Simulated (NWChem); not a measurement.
System: CH$_{2}$Cl$_{2}$ cation, doublet; SMILES of the neutral closed-shell parent ClCCl

Input file for NWChem:

```
start job
memory heap 200 mb stack 900 mb global 1100 mb
charge 1
geometry units angstroms noautosym nocenter noautoz
  Cl     1.479952     0.000000     0.184006
  C      0.000000     0.000000    -0.674754
  Cl    -1.479952     0.000000     0.184006
  H      0.000000     0.867535    -1.390769
  H      0.000000    -0.867535    -1.390769
end
basis spherical
  * library 6-31g*
end
dft
  odft
  mult 2
  xc pbe0
  iterations 150
end
cosmo
  do_cosmo_smd true
  solvent octanol
end
task dft energy
```

In the optimisation the excess spin sits in b2 (C2v, its own frame). All runs use the structure optimised with PBE0/def2-SVP, spin-unrestricted. This spin state was assumed; another may lie lower. No stability test was run on the SCF state. Solvent: 1-octanol.

Level: PBE0/6-31G* with SMD (1 M gas to 1 M solution), gas-phase geometry. Reactions with the solvent are ignored.

### Question
What results follow from this input? (PBE0/6-31G* (spherical d), spin-unrestricted, SMD on the gas-phase geometry.) Quantities: solvation free energy (kcal/mol); cavity-dispersion-structure term (kcal/mol).

### Answer
```json
{
  "solvation free energy (kcal/mol)": "-60.4",
  "cavity-dispersion-structure term (kcal/mol)": "-1.6"
}
```
